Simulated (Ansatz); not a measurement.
Geometry optimisation, Ansatz, RKS B3LYP-D4/6-31G*.

The input (input.yaml):

```yaml
crystal:
  periodic: [false, false, false]
  atoms:
    - { symbol: Si, position_ang: [0.0, 0.0, 0.0] }
    - { symbol: Cl, position_ang: [0.0, 0.0, 2.13] }
    - { symbol: H, position_ang: [1.3768, 0.0, -0.4862] }
    - { symbol: Si, position_ang: [-1.0456, 1.8115, -0.7393] }
    - { symbol: H, position_ang: [-2.4302, 1.478, -1.0607] }
    - { symbol: H, position_ang: [-1.0215, 2.8436, 0.2931] }
    - { symbol: H, position_ang: [-0.3743, 2.3069, -1.9374] }
    - { symbol: H, position_ang: [-0.6877, -1.1914, -0.4862] }
basis:
  gaussian: { orbitals: "6-31G*" }
hamiltonian:
  xc: b3lyp
  dispersion: d4
relax:
  f_tol: 0.02
  max_steps: 40
```

Command:

```bash
$ ansatz run input.yaml --threads 1 --pin off --max-ram 2048MiB --backend cpu --events-out ev --progress --plain --runs-dir out
```

Problem. Where does it end, and by what steps?

Solution. It converged. The force dipped under the threshold on the way, but the program's further checks kept it going. After 11 steps the energy has fallen by 0.216 eV; Cl2 moved furthest, 0.52 Å.

```csv
step,energy less start (eV),largest force component (eV/Å),accepted
0,0.0000,1.178,yes
1,-0.1577,0.520,yes
2,-0.1847,0.124,yes
3,-0.1861,0.026,yes
4,-0.2005,0.015,yes
5,-0.2004,0.326,no
6,-0.2072,0.069,yes
7,-0.2103,0.160,yes
8,-0.2128,0.118,yes
9,-0.2155,0.004,yes
10,-0.2159,0.005,yes
11,-0.2160,0.013,yes
```

```xyz
8
Properties=species:S:1:pos:R:3
Si 0.059 -0.023 0.021
Cl -0.394 -0.329 2.041
H 1.533 0.132 -0.089
Si -1.078 1.874 -0.756
H -2.545 1.685 -0.607
H -0.655 3.071 0.017
H -0.759 2.088 -2.196
H -0.344 -1.249 -0.717
```

Whether the end is a true minimum wasn't checked by a vibrational analysis.

Time of the run: 40 s on 1 thread of Arm Neoverse V1 (shared host), peak memory 0.13 GiB.
